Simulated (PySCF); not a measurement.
Cost of one run: shielding job, `FCC(Cl)Cl` (1,1-dichloro-2-fluoroethane).

Method: GIAO mPW1PW91/pcSseg-1 NMR shielding, non-relativistic, IEF-PCM acetonitrile (PySCF 2.14.0, density-fitted response routines). Geometry: GFN2-xTB. Work: shieldings, density fitting. The command runs a driver script over a list of jobs; the input below is this job's line of settings and its coordinates in Å.

Command:
```bash
OMP_NUM_THREADS=1 python probes_run.py task.json out
```

Input:
```
{"job": {"kind": "nmr", "xc": "mPW1PW91", "basis": "pcSseg-1", "solvent": "acetonitrile", "pop": false}, "charge": 0, "multiplicity": 1}
F      1.557914     0.745674     0.566372
C      0.764710    -0.253561     0.079475
C     -0.681047     0.219653     0.027673
Cl    -1.734432    -1.183525    -0.243204
Cl    -0.917654     1.411727    -1.270807
H      1.136221    -0.517613    -0.915034
H      0.858119    -1.104714     0.762887
H     -0.974774     0.691772     0.968073
```

Hardware: one thread, Intel Xeon at 2.50 GHz (x86_64), shared host. PySCF's memory limit was set to 1200 MB.

The basis has 114 functions.

Question: Which is nearest to the wall time?
A. 17 min
B. 2.3 min
C. 17 s

Answer: C. The run took 17 s. The SCF took 12 cycles.

Q: How much memory does it need at the peak?

A: About 0.53 GiB. Peak memory is the resident size of the whole Python process, interpreter and libraries included.

Q: At this speed, how long would 1000 such jobs take on 8 cores, one job a core?

A: 1000/8 gives 125 rounds of 17 s, about 35 min of wall time and 4.7 core-hours, if the jobs don't slow each other.

The SCF part of the output:
```
coarse grid: 8368 points
cycle   1  E = -1098.1089893711  dE =  5.113e-01  |g| = 5.438e-01  |ddm| = 2.450e+00
cycle   2  E = -1098.0413120905  dE =  6.768e-02  |g| = 8.253e-01  |ddm| = 9.309e-01
cycle   3  E = -1098.1666078390  dE = -1.253e-01  |g| = 3.358e-02  |ddm| = 5.654e-01
cycle   4  E = -1098.1668142499  dE = -2.064e-04  |g| = 1.561e-02  |ddm| = 4.278e-02
cycle   5  E = -1098.1668651706  dE = -5.092e-05  |g| = 4.782e-03  |ddm| = 1.615e-02
cycle   6  E = -1098.1668692129  dE = -4.042e-06  |g| = 1.586e-03  |ddm| = 4.404e-03
final grid: 73632 points
cycle   7  E = -1098.1989255250  dE = -2.582e-05  |g| = 4.487e-03  |ddm| = 1.427e-02
cycle   8  E = -1098.1989224524  dE =  3.073e-06  |g| = 5.551e-03  |ddm| = 7.261e-03
cycle   9  E = -1098.1989296366  dE = -7.184e-06  |g| = 8.480e-04  |ddm| = 4.432e-03
cycle  10  E = -1098.1989297529  dE = -1.163e-07  |g| = 1.426e-04  |ddm| = 7.338e-04
cycle  11  E = -1098.1989297564  dE = -3.483e-09  |g| = 3.479e-05  |ddm| = 1.161e-04
cycle  12  E = -1098.1989297566  dE = -2.096e-10  |g| = 9.559e-06  |ddm| = 3.713e-05
converged SCF energy = -1098.1989297566
```

On the final grid dE counts from the start density on that grid.

Other jobs ran on the host; a repeat could differ by tens of per cent or more.
